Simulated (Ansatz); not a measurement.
**fcc Na (model structure)**

Level of theory: r²SCAN (Ansatz, a quantum-chemistry and plane-wave program, plane waves, PAW).

Settings: plane-wave cutoff 500 eV, 24×24×24 k mesh, Fermi–Dirac smearing 0.1 eV, scalar-relativistic PAW data made under PBE.

Cell (relaxed at this level):

Space group Fm-3m (No. 225); a = b = c = 5.329 Å, α = β = γ = 90.00°

```json
[
 {"atom": "Na", "site": "4a", "symmetry": "m-3m", "x": "0.0000", "y": "0.0000", "z": "0.0000"}
]
```
(The calculation used a cell of 1 atom; values per cell refer to that cell.)

```
Property          Value
--------  -------------
band gap  zero (no gap)
```

Note: the relaxation could raise the start's symmetry but not lower it, so the cell can be a saddle point.

Static lattice: no zero-point or thermal effects.

The result took very roughly 30 core-seconds.

A model structure was made by putting elements into a prototype or built by hand; it is no filed structure, need not be a known phase, and can be a saddle point held by its symmetry.
